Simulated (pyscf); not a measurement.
H₃Si–SiH₂–PH₂ (SMILES [SiH3][SiH2]P) + H• (SMILES [H]) → •H₂Si–SiH₂–PH₂ (SMILES [SiH2][SiH2]P) + H₂ (SMILES [H][H]) (hydrogen abstraction; doublet surface; H–Si broken, H–H formed). Single points on ωB97X-D3(BJ)/def2-SVP structures (PySCF, gas phase). Energies in kJ/mol from the separated reactants.

```json
[
 {"level": "ωB97X-D3(BJ)/def2-TZVP", "barrier": "17.0", "reaction energy": "-59.9"},
 {"level": "PBE/def2-TZVP", "barrier": "-0.4", "reaction energy": "-69.6"},
 {"level": "B3LYP-D3(BJ)/def2-TZVP", "barrier": "-1.3", "reaction energy": "-74.8"},
 {"level": "PBE0-D3(BJ)/def2-TZVP", "barrier": "5.3", "reaction energy": "-64.5"},
 {"level": "ωB97M-D3(BJ)/def2-TZVP", "barrier": "17.0", "reaction energy": "-60.6"},
 {"level": "HF/def2-TZVP", "barrier": "48.4", "reaction energy": "-40.7"}
]
```

At B3LYP-D3(BJ) this geometry lies under the reactants; that is no barrier but a single point on another level's saddle; such a level's own saddle, if it has one, lies nearer that side and is low. H₃Si–SiH₂–PH₂ lies 23.9 kJ/mol over its isomer H₃Si–PH–SiH₃ (electronic energy, ωB97M-D3(BJ)/def2-TZVP). •H₂Si–SiH₂–PH₂ lies 57.6 kJ/mol over its isomer H₃Si–P•–SiH₃ (electronic energy, ωB97M-D3(BJ)/def2-TZVP). This is the saddle that the search found; another between the same sides may lie lower. The angle at the transferred H is 179°.
